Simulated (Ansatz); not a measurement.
Process, species as SMILES: S (H2S) + H+ → [SH3+]
B3LYP-D3(BJ)/def2-TZVP geometries, fixed; electronic energies without zero-point terms; positive where energy is released.

Basis-set convergence of the proton affinity at B3LYP with Ansatz (an electronic-structure program). Cartesian d functions, on some or all atoms, in 6-31G*, 6-31G**, 6-311G**; all else is spherical. The program fits the integrals of some runs and decomposes those of others, by size. No added dispersion term, no relativity. Functions are those of the species that has most. Reference: the value in pcseg-4, 175.26 kcal/mol, itself unsure by roughly 0.06 kcal/mol (its mean distance from aug-pcseg-3, aug-cc-pV(Q+d)Z, cc-pV(5+d)Z). Deviations are taken from unrounded values.

| basis | functions |
|---|---|
| STO-3G | 12 |
| 3-21G | 19 |
| 6-31G | 19 |
| def2-SV(P) | 24 |
| 6-31G* | 25 |
| def2-SVP | 33 |
| 6-31G** | 34 |
| 6-311G** | 45 |
| def2-TZVP | 55 |
| aug-cc-pV(D+d)Z | 59 |
| def2-TZVPP | 84 |
| jun-cc-pV(T+d)Z | 90 |
| aug-cc-pV(T+d)Z | 124 |
| def2-QZVPP | 160 |
| aug-cc-pV(Q+d)Z | 227 |

### Question
Which is the smallest set listed that can be trusted to 0.5 kcal/mol here, that is, within that of the reference together with its larger relatives (same family, alike in diffuse functions; a set with none to test it counts only in the reference's own line)?

### Answer
The smallest set listed that lies within 0.5 kcal/mol of the reference with all its larger relatives (same family, alike in diffuse functions; a set with none counts only in the reference's own line) is def2-TZVP (55 functions, 0.14 kcal/mol off). Value minus reference: STO-3G 49.06, 3-21G -13.58, 6-31G -12.59, def2-SV(P) -2.66, 6-31G* -1.97, def2-SVP 1.05, 6-31G** -0.70, 6-311G** -1.35, def2-TZVP 0.14, aug-cc-pV(D+d)Z -1.52, def2-TZVPP 0.31, jun-cc-pV(T+d)Z -0.29, aug-cc-pV(T+d)Z -0.25, def2-QZVPP 0.03, aug-cc-pV(Q+d)Z -0.09 kcal/mol.
